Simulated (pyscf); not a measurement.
H₃Si–O–Ga (SMILES [SiH3][O][Ga]) [singlet] + H₂O (SMILES O) → HO–Ga (SMILES [OH][Ga]) [singlet] + HO–SiH₃ (SMILES O[SiH3]), a four-centre exchange (singlet surface; Ga–O, H–O broken, Ga–O, H–O formed). Single points on ωB97X-D3(BJ)/def2-SVP structures (PySCF, gas phase). Energies in kJ/mol from the separated reactants.

GFN2-xTB: tblite. 

Problem. In single points GFN2-xTB puts the saddle at -18.6 kJ/mol and the reaction energy at +1.3 kJ/mol. Should these be trusted to within a few kcal/mol? Compare with ωB97M-D3(BJ)/def2-TZVP.

Solution. ωB97M-D3(BJ)/def2-TZVP gives ΔE‡ = 12.7 kJ/mol and ΔE = +31.5 kJ/mol. GFN2-xTB lies 31.3 kJ/mol under it in the barrier and 30.1 kJ/mol under it in the reaction energy, so on this step it does not hold to within 12.6 kJ/mol. ωB97M-D3(BJ)/def2-TZVP has limits of its own. On the reactant side the descent ends in a bound adduct, 38.5 kJ/mol under the separated species and 50.0 kJ/mol under the saddle at ωB97X-D3(BJ)/def2-TZVP. On the product side the descent ends in a bound adduct, 47.7 kJ/mol under the separated species and 23.0 kJ/mol under the saddle at ωB97X-D3(BJ)/def2-TZVP. At ωB97M-D3(BJ) the saddle lies under the separated products, which points to a path from their complex (located at ωB97X-D3(BJ) alone), and parting the products costs more than the saddle. One saddle was located; it need not be the lowest between these sides. In the def2 sets elements up to Kr have no core potential.
